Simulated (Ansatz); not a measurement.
System: tetradymite Bi2Se3. Method: PBEsol (PAW; Ansatz, an electronic-structure program).

Numerical settings: plane-wave cutoff 500 eV, 12×12×12 k mesh, gaussian smearing 0.02 eV, scalar-relativistic PAW data made under PBE.

Cell (relaxed at this level):

```
CELL_PARAMETERS angstrom
      2.06498     1.19222     9.54397
     -2.06498     1.19222     9.54397
      0.00000    -2.38443     9.54397
ATOMIC_POSITIONS crystal
  Bi 0.40021 0.40021 0.40021
  Bi 0.59979 0.59979 0.59979
  Se 0.00000 0.00000 0.00000
  Se 0.21172 0.21172 0.21172
  Se 0.78828 0.78828 0.78828
```

Predict the band gap.


band gap: 0.13 eV (on the SCF k mesh)

Measured, for comparison: band gap 0.3 eV (temperature not stated, no zero-point or thermal correction; as tabulated in Park and Ryu (2016), arXiv:1610.06451).

Note: the cell comes from a level without a dispersion term, which matters for the spacing of layers, chains or molecules.

Spin–orbit coupling is not included; with these elements it can move the gap by several tenths of an eV or more.

Static lattice: no zero-point or thermal effects.

Cost on a shared machine: roughly 18 core-minutes.
